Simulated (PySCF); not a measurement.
Species: monofluorosilane, FH₃Si.
SMILES: `F[SiH3]`

Jobs on this species (5 atoms, 26 electrons) with PySCF (density fitting). Hardware of each: one thread of an x86-64 server, no GPU, on a shared host. The host was shared with other jobs, so the times are rough.

Problem. Rank these jobs by wall time, shortest first.
A. PBE0/def2-SVP; 10 singlets by full TDDFT, 4 Tamm–Dancoff triplets, polarisability; 47 basis functions
B. PBE0-D3(BJ)/def2-SVP, grid level 1; geometry optimisation from a GFN2-xTB start; 47 basis functions
C. CAM-B3LYP/def2-SVPD; 10 singlets by full TDDFT, 4 Tamm–Dancoff triplets, polarisability, ΔSCF ions; 71 basis functions

Solution. A (1.5 s), B (2.5 s), C (5.1 s).

All jobs:

```json
{"level and settings": "PBE0/def2-SVP", "work": "10 singlets by full TDDFT, 4 Tamm–Dancoff triplets, polarisability", "basis functions": "47", "SCF cycles": "9", "wall time": "1.5 s"}
{"level and settings": "PBE0/6-31+G*", "work": "10 singlets by full TDDFT, 4 Tamm–Dancoff triplets, polarisability", "basis functions": "46", "SCF cycles": "11", "wall time": "1.8 s"}
{"level and settings": "PBE0-D3(BJ)/def2-SVP, grid level 1", "work": "geometry optimisation from a GFN2-xTB start", "basis functions": "47", "SCF cycles": "22", "wall time": "2.5 s"}
{"level and settings": "PBE0/def2-TZVP", "work": "10 singlets by full TDDFT, 4 Tamm–Dancoff triplets, polarisability", "basis functions": "86", "SCF cycles": "11", "wall time": "3.1 s"}
{"level and settings": "delta-SCF UKS SCAN, pcX-2 on the ionised atom, pcseg-1 elsewhere, spin-free X2C", "work": "ΔSCF core ionisation, 3 holes", "basis functions": "89", "SCF cycles": "38", "wall time": "3.7 s"}
{"level and settings": "PBE0/def2-TZVPD", "work": "10 singlets by full TDDFT, 4 Tamm–Dancoff triplets, polarisability", "basis functions": "110", "SCF cycles": "11", "wall time": "4.2 s"}
{"level and settings": "KT3/pcSseg-2", "work": "shieldings", "basis functions": "121", "SCF cycles": "13", "wall time": "4.9 s"}
{"level and settings": "CAM-B3LYP/def2-SVPD", "work": "10 singlets by full TDDFT, 4 Tamm–Dancoff triplets, polarisability, ΔSCF ions", "basis functions": "71", "SCF cycles": "10", "wall time": "5.1 s"}
{"level and settings": "PBE0/aug-cc-pVTZ", "work": "10 singlets by full TDDFT, 4 Tamm–Dancoff triplets, polarisability", "basis functions": "165", "SCF cycles": "11", "wall time": "7.0 s"}
```

Problem. What do all jobs in the table cost together?

Solution. About 34 s; the longest takes about 21 % of that, and about 4.7 times as long as the shortest.
